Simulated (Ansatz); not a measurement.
Ansatz results at the PBE0-D4/def2-TZVP geometry: zero-point energy (PBE0-D4/def2-TZVP) 189.1 kJ/mol; HOMO energy (ωB97M-V/def2-TZVPP) -10.71 eV; LUMO energy (B3LYP/def2-TZVPP) -0.95 eV.

Which molecule gave them?
A. `F[C@@H]1C=C[C@H]1F`
B. `C=C(F)/C=C/F`
C. `FC1=CC(F)C1`
D. `C/C(F)=C/CF`

A. The others give `C=C(F)/C=C/F`: 184.8, -9.07, -1.24; `C/C(F)=C/CF`: 246.6, -9.74, -0.19; `FC1=CC(F)C1`: 189.4, -9.97, -0.15.

B3LYP here is the variant with VWN-RPA as its local correlation; programs differ in this.
